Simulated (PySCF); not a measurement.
# Stationary points of CO(OH)₂

These are results of PBE0/[C def2-TZVP, O def2-TZVP, H def2-TZVP], no relativity, density fitting, PySCF, not measurements.

Relaxations began from a few typed shapes. The search is not exhaustive: other isomers or separated fragments can lie lower, and high-lying points may rest on an excited occupation.

```tsv
spin	group	bonds	angles	imaginary modes (cm⁻¹)	ΔE (kJ/mol)	ΔE with ZPE (kJ/mol)
singlet	C2v	C–O 1.200 Å, C–O 1.331 Å (×2), O–H 0.965 Å (×2)	C–O–H 106.3° (×2), O–C–O 108.9°, O–C–O 125.6° (×2)	none	0.0	0.0
singlet	Cs	C–O 1.191 Å, C–O 1.330 Å, C–O 1.348 Å, O–H 0.965 Å (×2)	C–O–H 106.7°, C–O–H 109.3°, O–C–O 110.7°, O–C–O 124.2°, O–C–O 125.1°	none	7.7	6.8
```

The lowest minimum found is the singlet C2v: C–O 1.200 Å, C–O 1.331 Å (×2), O–H 0.965 Å (×2); C–O–H 106.3° (×2), O–C–O 108.9°, O–C–O 125.6° (×2).
